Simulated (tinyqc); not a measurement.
UHF in the sto-3g basis, for NH3+, spin multiplicity 2, step by step (part 2 of 3). Computed by tinyqc, a small Python program that keeps every step (integrals from PySCF). Command: `OMP_NUM_THREADS=1 python tinyqc.py 21689 21690 out.jsonl` (the two numbers bound the seeds that draw the settings). One thread of a shared host (Intel(R) Xeon(R) Processor @ 2.60GHz), about 0.2 s of CPU time with the checks.

Geometry (angstrom):
```
atom          x          y         z
N      0.000000   0.000000  0.311000
H      0.971000   0.000000  0.000000
H     -0.486000   0.841000  0.000000
H     -0.486000  -0.841000  0.000000
```

## Iteration 1: building the Fock matrix

D(alpha) at the start, order 1N 1s, 1N 2s, 1N 2px, 1N 2py, 1N 2pz, 2H 1s, 3H 1s, 4H 1s:
```
[[1.071356, -0.337024, 0.000000, 0.000000, 0.025524, 0.046922, 0.046899, 0.046899],
 [-0.337024, 1.580428, 0.000035, 0.000000, -0.163210, -0.214419, -0.214304, -0.214304],
 [0.000000, 0.000035, 1.259226, 0.000000, -0.000023, -0.258922, 0.129482, 0.129482],
 [0.000000, 0.000000, 0.000000, 1.258837, 0.000000, 0.000000, -0.224035, 0.224035],
 [0.025524, -0.163210, -0.000023, 0.000000, 1.048932, 0.077911, 0.077844, 0.077844],
 [0.046922, -0.214419, -0.258922, 0.000000, 0.077911, 0.085344, 0.005464, 0.005464],
 [0.046899, -0.214304, 0.129482, -0.224035, 0.077844, 0.005464, 0.085257, 0.005514],
 [0.046899, -0.214304, 0.129482, 0.224035, 0.077844, 0.005464, 0.005514, 0.085257]]
```

D(beta) at the start, order 1N 1s, 1N 2s, 1N 2px, 1N 2py, 1N 2pz, 2H 1s, 3H 1s, 4H 1s:
```
[[1.065785, -0.312933, 0.000007, 0.000000, 0.096327, 0.047613, 0.047590, 0.047590],
 [-0.312933, 1.476268, 0.000004, 0.000000, -0.469337, -0.217405, -0.217292, -0.217292],
 [0.000007, 0.000004, 1.259226, 0.000000, -0.000114, -0.258923, 0.129481, 0.129481],
 [0.000000, 0.000000, 0.000000, 1.258837, 0.000000, 0.000000, -0.224035, 0.224035],
 [0.096327, -0.469337, -0.000114, 0.000000, 0.149222, 0.069136, 0.069065, 0.069065],
 [0.047613, -0.217405, -0.258923, 0.000000, 0.069136, 0.085259, 0.005378, 0.005378],
 [0.047590, -0.217292, 0.129481, -0.224035, 0.069065, 0.005378, 0.085171, 0.005428],
 [0.047590, -0.217292, 0.129481, 0.224035, 0.069065, 0.005378, 0.005428, 0.085171]]
```

core Hamiltonian H = T + V (hartree), order 1N 1s, 1N 2s, 1N 2px, 1N 2py, 1N 2pz, 2H 1s, 3H 1s, 4H 1s:
```
[[-25.751924, -5.927249, 0.000002, 0.000000, 0.014272, -1.458037, -1.456965, -1.456965],
 [-5.927249, -7.781690, 0.000044, 0.000000, 0.164364, -3.288634, -3.287114, -3.287114],
 [0.000002, 0.000044, -6.480155, 0.000000, 0.000008, -2.365784, 1.183420, 1.183420],
 [0.000000, 0.000000, 0.000000, -6.479928, 0.000000, 0.000000, -2.047778, 2.047778],
 [0.014272, 0.164364, 0.000008, 0.000000, -6.341101, 0.804769, 0.804285, 0.804285],
 [-1.458037, -3.288634, -2.365784, 0.000000, 0.804769, -4.624256, -1.173342, -1.173342],
 [-1.456965, -3.287114, 1.183420, -2.047778, 0.804285, -1.173342, -4.623359, -1.173645],
 [-1.456965, -3.287114, 1.183420, 2.047778, 0.804285, -1.173342, -1.173645, -4.623359]]
```

nuclear repulsion = 11.84071742 hartree

Given earlier and not repeated: Two-electron integrals (ij|kl) in chemists' order.

J_ij = sum D_kl (ij|kl) with D = D(alpha) + D(beta), K_ij = sum D_kl (ik|jl) for each spin; F = H + J - K(s); E = tr D H + tr D J / 2 - 0.5 sum_s tr D(s) K(s) + E_nn.

Coulomb J (hartree), order 1N 1s, 1N 2s, 1N 2px, 1N 2py, 1N 2pz, 2H 1s, 3H 1s, 4H 1s:
```
[[15.545903, 2.913553, -0.000003, 0.000000, -0.020076, 0.716169, 0.715637, 0.715637],
 [2.913553, 7.065948, -0.000017, 0.000000, -0.084100, 2.895675, 2.894293, 2.894293],
 [-0.000003, -0.000017, 7.079948, 0.000000, -0.000005, 2.239292, -1.120073, -1.120073],
 [0.000000, 0.000000, 0.000000, 7.079972, 0.000000, 0.000000, 1.938230, -1.938230],
 [-0.020076, -0.084100, -0.000005, 0.000000, 7.018026, -0.738333, -0.737851, -0.737851],
 [0.716169, 2.895675, 2.239292, 0.000000, -0.738333, 4.350339, 1.003420, 1.003420],
 [0.715637, 2.894293, -1.120073, 1.938230, -0.737851, 1.003420, 4.349382, 1.003680],
 [0.715637, 2.894293, -1.120073, -1.938230, -0.737851, 1.003420, 1.003680, 4.349382]]
```

exchange K(alpha) (hartree), order 1N 1s, 1N 2s, 1N 2px, 1N 2py, 1N 2pz, 2H 1s, 3H 1s, 4H 1s:
```
[[4.299556, 0.749796, 0.000000, 0.000000, -0.000437, 0.192760, 0.192620, 0.192620],
 [0.749796, 1.251730, -0.000005, 0.000000, 0.002847, 0.448430, 0.448193, 0.448193],
 [0.000000, -0.000005, 1.029846, 0.000000, 0.000002, 0.257320, -0.128705, -0.128705],
 [0.000000, 0.000000, 0.000000, 1.029866, 0.000000, 0.000000, 0.222720, -0.222720],
 [-0.000437, 0.002847, 0.000002, 0.000000, 1.039211, -0.081213, -0.081156, -0.081156],
 [0.192760, 0.448430, 0.257320, 0.000000, -0.081213, 0.253171, 0.137438, 0.137438],
 [0.192620, 0.448193, -0.128705, 0.222720, -0.081156, 0.137438, 0.252941, 0.137427],
 [0.192620, 0.448193, -0.128705, -0.222720, -0.081156, 0.137438, 0.137427, 0.252941]]
```

exchange K(beta) (hartree), order 1N 1s, 1N 2s, 1N 2px, 1N 2py, 1N 2pz, 2H 1s, 3H 1s, 4H 1s:
```
[[4.276284, 0.719854, -0.000001, 0.000000, -0.009709, 0.184906, 0.184772, 0.184772],
 [0.719854, 1.042927, -0.000030, 0.000000, -0.252262, 0.396488, 0.396285, 0.396285],
 [-0.000001, -0.000030, 0.977052, 0.000000, -0.000062, 0.246758, -0.123428, -0.123428],
 [0.000000, 0.000000, 0.000000, 0.977073, 0.000000, 0.000000, 0.213582, -0.213582],
 [-0.009709, -0.252262, -0.000062, 0.000000, 0.341268, -0.116996, -0.116907, -0.116907],
 [0.184906, 0.396488, 0.246758, 0.000000, -0.116996, 0.234021, 0.123231, 0.123231],
 [0.184772, 0.396285, -0.123428, 0.213582, -0.116907, 0.123231, 0.233811, 0.123225],
 [0.184772, 0.396285, -0.123428, -0.213582, -0.116907, 0.123231, 0.123225, 0.233811]]
```

F(alpha) (hartree), order 1N 1s, 1N 2s, 1N 2px, 1N 2py, 1N 2pz, 2H 1s, 3H 1s, 4H 1s:
```
[[-14.505577, -3.763492, -0.000001, 0.000000, -0.005367, -0.934628, -0.933949, -0.933949],
 [-3.763492, -1.967472, 0.000031, 0.000000, 0.077417, -0.841389, -0.841015, -0.841015],
 [-0.000001, 0.000031, -0.430052, 0.000000, 0.000000, -0.383812, 0.192053, 0.192053],
 [0.000000, 0.000000, 0.000000, -0.429823, 0.000000, 0.000000, -0.332268, 0.332268],
 [-0.005367, 0.077417, 0.000000, 0.000000, -0.362286, 0.147648, 0.147590, 0.147590],
 [-0.934628, -0.841389, -0.383812, 0.000000, 0.147648, -0.527089, -0.307360, -0.307360],
 [-0.933949, -0.841015, 0.192053, -0.332268, 0.147590, -0.307360, -0.526917, -0.307391],
 [-0.933949, -0.841015, 0.192053, 0.332268, 0.147590, -0.307360, -0.307391, -0.526917]]
```

F(beta) (hartree), order 1N 1s, 1N 2s, 1N 2px, 1N 2py, 1N 2pz, 2H 1s, 3H 1s, 4H 1s:
```
[[-14.482305, -3.733550, 0.000000, 0.000000, 0.003905, -0.926775, -0.926100, -0.926100],
 [-3.733550, -1.758669, 0.000056, 0.000000, 0.332527, -0.789447, -0.789106, -0.789106],
 [0.000000, 0.000056, -0.377259, 0.000000, 0.000064, -0.373249, 0.186776, 0.186776],
 [0.000000, 0.000000, 0.000000, -0.377029, 0.000000, 0.000000, -0.323130, 0.323130],
 [0.003905, 0.332527, 0.000064, 0.000000, 0.335657, 0.183432, 0.183342, 0.183342],
 [-0.926775, -0.789447, -0.373249, 0.000000, 0.183432, -0.507938, -0.293153, -0.293153],
 [-0.926100, -0.789106, 0.186776, -0.323130, 0.183342, -0.293153, -0.507787, -0.293190],
 [-0.926100, -0.789106, 0.186776, 0.323130, 0.183342, -0.293153, -0.293190, -0.507787]]
```

total energy of this density = -53.22808316 hartree

This density is the starting one.

## Iteration 1: diagonalisation and new density

X, order 1N 1s, 1N 2s, 1N 2px, 1N 2py, 1N 2pz, 2H 1s, 3H 1s, 4H 1s:
```
[[1.025212, -0.155606, 0.000001, 0.000000, 0.008986, 0.023022, 0.023017, 0.023017],
 [-0.155606, 1.403672, 0.000037, 0.000000, -0.101873, -0.320498, -0.320248, -0.320248],
 [0.000001, 0.000037, 1.154293, 0.000000, -0.000015, -0.311871, 0.155955, 0.155955],
 [0.000000, 0.000000, 0.000000, 1.154069, 0.000000, 0.000000, -0.269881, 0.269881],
 [0.008986, -0.101873, -0.000015, 0.000000, 1.027165, 0.085735, 0.085652, 0.085652],
 [0.023022, -0.320498, -0.311871, 0.000000, 0.085735, 1.249490, -0.052045, -0.052045],
 [0.023017, -0.320248, 0.155955, -0.269881, 0.085652, -0.052045, 1.249244, -0.052044],
 [0.023017, -0.320248, 0.155955, 0.269881, 0.085652, -0.052045, -0.052044, 1.249244]]
```

overlap S, order 1N 1s, 1N 2s, 1N 2px, 1N 2py, 1N 2pz, 2H 1s, 3H 1s, 4H 1s:
```
[[1.000000, 0.235038, 0.000000, 0.000000, 0.000000, 0.057376, 0.057334, 0.057334],
 [0.235038, 1.000000, 0.000000, 0.000000, 0.000000, 0.490182, 0.489989, 0.489989],
 [0.000000, 0.000000, 1.000000, 0.000000, 0.000000, 0.416258, -0.208228, -0.208228],
 [0.000000, 0.000000, 0.000000, 1.000000, 0.000000, 0.000000, 0.360329, -0.360329],
 [0.000000, 0.000000, 0.000000, 0.000000, 1.000000, -0.133323, -0.133249, -0.133249],
 [0.057376, 0.490182, 0.416258, 0.000000, -0.133323, 1.000000, 0.196470, 0.196470],
 [0.057334, 0.489989, -0.208228, 0.360329, -0.133249, 0.196470, 1.000000, 0.196558],
 [0.057334, 0.489989, -0.208228, -0.360329, -0.133249, 0.196470, 0.196558, 1.000000]]
```

Diagonalise F' = X^T F X, C = X C', fill 5 alpha and 4 beta electrons from the bottom; D(s) = C_occ C_occ^T; the new density keeps 0.7 of the old one (damping). Each column has its largest component positive (the first on a tie).

F' = X^T F X (alpha) (hartree):
```
[[-14.209262, -2.014084, 0.000014, 0.000000, 0.008922, -0.150616, -0.150394, -0.150394],
 [-2.014084, -0.942442, 0.000062, 0.000000, -0.050272, -0.392187, -0.391888, -0.391888],
 [0.000014, 0.000062, -0.190422, 0.000000, -0.000014, -0.388715, 0.194420, 0.194420],
 [0.000000, 0.000000, 0.000000, -0.190495, 0.000000, 0.000000, -0.336425, 0.336425],
 [0.008922, -0.050272, -0.000014, 0.000000, -0.320700, 0.111463, 0.111374, 0.111374],
 [-0.150616, -0.392187, -0.388715, 0.000000, 0.111463, -0.041411, -0.074138, -0.074138],
 [-0.150394, -0.391888, 0.194420, -0.336425, 0.111374, -0.074138, -0.041684, -0.074097],
 [-0.150394, -0.391888, 0.194420, 0.336425, 0.111374, -0.074138, -0.074097, -0.041684]]
```

orbital energies (alpha) (hartree): [-14.517229, -1.092505, -0.567904, -0.567698, -0.369660, 0.317148, 0.409615, 0.410131]

coefficients C (alpha), order 1N 1s, 1N 2s, 1N 2px, 1N 2py, 1N 2pz, 2H 1s, 3H 1s, 4H 1s:
```
[[0.991580, -0.239246, -0.000040, 0.000000, -0.066232, -0.179130, 0.000000, 0.000332],
 [0.039986, 0.827567, 0.000140, 0.000000, 0.337471, 1.229782, 0.000000, -0.002450],
 [0.000000, -0.000055, 0.667206, 0.000000, -0.000040, -0.001921, 0.000000, -1.016430],
 [0.000000, 0.000000, 0.000000, 0.667223, 0.000000, 0.000000, 1.016051, 0.000000],
 [-0.002925, -0.090466, 0.000000, 0.000000, 0.929739, -0.463617, 0.000000, 0.000904],
 [-0.008141, 0.117616, 0.415690, 0.000000, -0.113031, -0.720235, 0.000000, 1.027762],
 [-0.008137, 0.117594, -0.207969, 0.360168, -0.112979, -0.722594, -0.888701, -0.511906],
 [-0.008137, 0.117594, -0.207969, -0.360168, -0.112979, -0.722594, 0.888701, -0.511906]]
```

F' = X^T F X (beta) (hartree):
```
[[-14.189670, -2.010582, 0.000012, 0.000000, -0.012992, -0.151720, -0.151497, -0.151497],
 [-2.010582, -0.725061, 0.000087, 0.000000, 0.199912, -0.377607, -0.377320, -0.377320],
 [0.000012, 0.000087, -0.130766, 0.000000, 0.000049, -0.392317, 0.196225, 0.196225],
 [0.000000, 0.000000, 0.000000, -0.130848, 0.000000, 0.000000, -0.339545, 0.339545],
 [-0.012992, 0.199912, 0.000049, 0.000000, 0.381820, 0.130936, 0.130832, 0.130832],
 [-0.151720, -0.377607, -0.392317, 0.000000, 0.130936, -0.036995, -0.072926, -0.072926],
 [-0.151497, -0.377320, 0.196225, -0.339545, 0.130832, -0.072926, -0.037272, -0.072885],
 [-0.151497, -0.377320, 0.196225, 0.339545, 0.130832, -0.072926, -0.072885, -0.037272]]
```

orbital energies (beta) (hartree): [-14.492306, -0.989486, -0.535167, -0.534966, 0.302871, 0.439732, 0.440254, 0.463006]

coefficients C (beta), order 1N 1s, 1N 2s, 1N 2px, 1N 2py, 1N 2pz, 2H 1s, 3H 1s, 4H 1s:
```
[[0.992275, -0.221397, -0.000041, 0.000000, -0.205939, 0.000000, -0.000173, 0.030103],
 [0.036908, 0.739994, 0.000130, 0.000000, 1.275142, 0.000000, 0.000786, -0.371190],
 [0.000000, -0.000075, 0.637221, 0.000000, -0.001256, 0.000000, 1.035490, -0.002484],
 [0.000000, 0.000000, 0.000000, 0.637231, 0.000000, 1.035125, 0.000000, 0.000000],
 [-0.003777, -0.202727, -0.000095, 0.000000, 0.152341, 0.000000, 0.002597, 1.011544],
 [-0.007603, 0.151719, 0.445516, 0.000000, -0.637025, 0.000000, -1.013759, 0.345595],
 [-0.007599, 0.151703, -0.222866, 0.385998, -0.638437, -0.877791, 0.507023, 0.341592],
 [-0.007599, 0.151703, -0.222866, -0.385998, -0.638437, 0.877791, 0.507023, 0.341592]]
```

D(alpha) after iteration 1, order 1N 1s, 1N 2s, 1N 2px, 1N 2py, 1N 2pz, 2H 1s, 3H 1s, 4H 1s:
```
[[1.063406, -0.290125, -0.000003, 0.000000, 0.005017, 0.024223, 0.024216, 0.024216],
 [-0.290125, 1.346405, 0.000035, 0.000000, -0.042614, -0.132417, -0.132363, -0.132363],
 [-0.000003, 0.000035, 1.015007, 0.000000, -0.000026, -0.098041, 0.049009, 0.049009],
 [0.000000, 0.000000, 0.000000, 1.014742, 0.000000, 0.000000, -0.084731, 0.084731],
 [0.005017, -0.042614, -0.000026, 0.000000, 0.996035, 0.019826, 0.019794, 0.019794],
 [0.024223, -0.132417, -0.098041, 0.000000, 0.019826, 0.119583, -0.014110, -0.014110],
 [0.024216, -0.132363, 0.049009, -0.084731, 0.019794, -0.014110, 0.119569, -0.014084],
 [0.024216, -0.132363, 0.049009, 0.084731, 0.019794, -0.014110, -0.014084, 0.119569]]
```

D(beta) after iteration 1, order 1N 1s, 1N 2s, 1N 2px, 1N 2py, 1N 2pz, 2H 1s, 3H 1s, 4H 1s:
```
[[1.056137, -0.257216, 0.000002, 0.000000, 0.079770, 0.020983, 0.020978, 0.020978],
 [-0.257216, 1.198074, 0.000011, 0.000000, -0.373583, -0.118569, -0.118519, -0.118519],
 [0.000002, 0.000011, 1.003273, 0.000000, -0.000093, -0.096082, 0.048029, 0.048029],
 [0.000000, 0.000000, 0.000000, 1.003005, 0.000000, 0.000000, -0.083034, 0.083034],
 [0.079770, -0.373583, -0.000093, 0.000000, 0.116789, 0.039164, 0.039134, 0.039134],
 [0.020983, -0.118569, -0.096082, 0.000000, 0.039164, 0.126149, -0.019100, -0.019100],
 [0.020978, -0.118519, 0.048029, -0.083034, 0.039134, -0.019100, 0.126140, -0.019076],
 [0.020978, -0.118519, 0.048029, 0.083034, 0.039134, -0.019100, -0.019076, 0.126140]]
```

## Iteration 2: building the Fock matrix

As before.

Coulomb J (hartree), order 1N 1s, 1N 2s, 1N 2px, 1N 2py, 1N 2pz, 2H 1s, 3H 1s, 4H 1s:
```
[[15.064643, 2.809783, -0.000004, 0.000000, -0.018064, 0.690790, 0.690278, 0.690278],
 [2.809783, 6.850081, -0.000033, 0.000000, -0.094668, 2.833066, 2.831736, 2.831736],
 [-0.000004, -0.000033, 6.865527, 0.000000, -0.000004, 2.204716, -1.102799, -1.102799],
 [0.000000, 0.000000, 0.000000, 6.865525, 0.000000, 0.000000, 1.908322, -1.908322],
 [-0.018064, -0.094668, -0.000004, 0.000000, 6.799119, -0.731626, -0.731157, -0.731157],
 [0.690790, 2.833066, 2.204716, 0.000000, -0.731626, 4.340170, 0.987735, 0.987735],
 [0.690278, 2.831736, -1.102799, 1.908322, -0.731157, 0.987735, 4.339319, 0.988006],
 [0.690278, 2.831736, -1.102799, -1.908322, -0.731157, 0.987735, 0.988006, 4.339319]]
```

exchange K(alpha) (hartree), order 1N 1s, 1N 2s, 1N 2px, 1N 2py, 1N 2pz, 2H 1s, 3H 1s, 4H 1s:
```
[[4.281767, 0.738403, -0.000001, 0.000000, -0.001076, 0.189300, 0.189163, 0.189163],
 [0.738403, 1.213060, -0.000001, 0.000000, 0.010936, 0.470382, 0.470153, 0.470153],
 [-0.000001, -0.000001, 0.970203, 0.000000, -0.000006, 0.300598, -0.150363, -0.150363],
 [0.000000, 0.000000, 0.000000, 0.970184, 0.000000, 0.000000, 0.260207, -0.260207],
 [-0.001076, 0.010936, -0.000006, 0.000000, 1.009894, -0.096858, -0.096796, -0.096796],
 [0.189300, 0.470382, 0.300598, 0.000000, -0.096858, 0.355901, 0.148502, 0.148502],
 [0.189163, 0.470153, -0.150363, 0.260207, -0.096796, 0.148502, 0.355702, 0.148508],
 [0.189163, 0.470153, -0.150363, -0.260207, -0.096796, 0.148502, 0.148508, 0.355702]]
```

exchange K(beta) (hartree), order 1N 1s, 1N 2s, 1N 2px, 1N 2py, 1N 2pz, 2H 1s, 3H 1s, 4H 1s:
```
[[4.256521, 0.709053, -0.000002, 0.000000, -0.007420, 0.181337, 0.181206, 0.181206],
 [0.709053, 1.001850, -0.000021, 0.000000, -0.239543, 0.420751, 0.420553, 0.420553],
 [-0.000002, -0.000021, 0.911488, 0.000000, -0.000057, 0.290887, -0.145512, -0.145512],
 [0.000000, 0.000000, 0.000000, 0.911463, 0.000000, 0.000000, 0.251806, -0.251806],
 [-0.007420, -0.239543, -0.000057, 0.000000, 0.312224, -0.123754, -0.123663, -0.123663],
 [0.181337, 0.420751, 0.290887, 0.000000, -0.123754, 0.341168, 0.134430, 0.134430],
 [0.181206, 0.420553, -0.145512, 0.251806, -0.123663, 0.134430, 0.340991, 0.134442],
 [0.181206, 0.420553, -0.145512, -0.251806, -0.123663, 0.134430, 0.134442, 0.340991]]
```

F(alpha) (hartree), order 1N 1s, 1N 2s, 1N 2px, 1N 2py, 1N 2pz, 2H 1s, 3H 1s, 4H 1s:
```
[[-14.969048, -3.855870, -0.000001, 0.000000, -0.002716, -0.956547, -0.955851, -0.955851],
 [-3.855870, -2.144670, 0.000012, 0.000000, 0.058760, -0.925951, -0.925531, -0.925531],
 [-0.000001, 0.000012, -0.584831, 0.000000, 0.000009, -0.461666, 0.230985, 0.230985],
 [0.000000, 0.000000, 0.000000, -0.584588, 0.000000, 0.000000, -0.399663, 0.399663],
 [-0.002716, 0.058760, 0.000009, 0.000000, -0.551875, 0.170001, 0.169925, 0.169925],
 [-0.956547, -0.925951, -0.461666, 0.000000, 0.170001, -0.639988, -0.334109, -0.334109],
 [-0.955851, -0.925531, 0.230985, -0.399663, 0.169925, -0.334109, -0.639742, -0.334147],
 [-0.955851, -0.925531, 0.230985, 0.399663, 0.169925, -0.334109, -0.334147, -0.639742]]
```

F(beta) (hartree), order 1N 1s, 1N 2s, 1N 2px, 1N 2py, 1N 2pz, 2H 1s, 3H 1s, 4H 1s:
```
[[-14.943802, -3.826520, 0.000000, 0.000000, 0.003628, -0.948584, -0.947894, -0.947894],
 [-3.826520, -1.933459, 0.000032, 0.000000, 0.309239, -0.876319, -0.875931, -0.875931],
 [0.000000, 0.000032, -0.526116, 0.000000, 0.000061, -0.451955, 0.226133, 0.226133],
 [0.000000, 0.000000, 0.000000, -0.525867, 0.000000, 0.000000, -0.391262, 0.391262],
 [0.003628, 0.309239, 0.000061, 0.000000, 0.145795, 0.196897, 0.196792, 0.196792],
 [-0.948584, -0.876319, -0.451955, 0.000000, 0.196897, -0.625255, -0.320037, -0.320037],
 [-0.947894, -0.875931, 0.226133, -0.391262, 0.196792, -0.320037, -0.625031, -0.320081],
 [-0.947894, -0.875931, 0.226133, 0.391262, 0.196792, -0.320037, -0.320081, -0.625031]]
```

total energy of this density = -53.77678804 hartree

This density is a damped mixture and is not idempotent.
